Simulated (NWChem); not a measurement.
# Basis-set convergence for ethane (C2H6)

```xyz
8

C      0.7628     0.0446     0.0000
C     -0.7628    -0.0446     0.0000
H      1.1421     0.5832     0.8929
H      1.1421     0.5832    -0.8929
H      1.2325    -0.9607     0.0000
H     -1.1421    -0.5832     0.8929
H     -1.1421    -0.5832    -0.8929
H     -1.2325     0.9607     0.0000
```
Charge 0, spin multiplicity 1.

Program: NWChem. Structure: optimised with PBE/def2-SVP, a minimum by its harmonic frequencies.

Quantity: LUMO energy at the level PBE.

The Pople sets run with spherical d functions.

| basis | functions | LUMO energy (eV) |
|---|---|---|
| STO-3G | 16 | 9.49 |
| 3-21G | 30 | [?] |
| 6-31G* | 40 | 2.21 |
| cc-pVDZ | 58 | 1.27 |
| pcseg-1 | 58 | 0.86 |
| 6-311++G** | 86 | -0.40 |
| def2-SVPD | 88 | [?] |
| aug-cc-pVDZ | 100 | -0.42 |
| def2-TZVPD | 128 | [?] |
| def2-TZVPP | 146 | 0.61 |

Question: Some entries are withheld; supply them.

Answer: 
- 3-21G, LUMO energy (eV): 2.85
- def2-SVPD, LUMO energy (eV): 0.22
- def2-TZVPD, LUMO energy (eV): -0.11

This LUMO lies above zero in the largest set, so its value hangs on the diffuse functions.
